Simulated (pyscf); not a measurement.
Thermochemistry of product channels of H₃C–GaH–CH₃ + H atom (H•) on the doublet surface, in kcal/mol, from ωB97M-D3(BJ)/def2-TZVP energies (ideal gas, 1 atm, RRHO with modes under 100 cm⁻¹ raised to 100, one conformer, R ln 2 for chiral ones without a mode under 150 cm⁻¹). Single points on ωB97X-D3(BJ)/def2-SVP structures (PySCF, gas phase).

```tsv
products	ΔE	ΔH(298 K)	ΔG(298 K)	ΔG(1200 K)
methane (CH₄) + [H₃C–GaH]•	-33.4	-29.2	-31.4	-33.6
[H₃C–Ga–CH₃]• + hydrogen (H₂)	-24.1	-22.3	-23.6	-26.7
```

These are energies of the channels, which say nothing of barriers. Elements up to Kr have no core potential and no relativistic terms here.
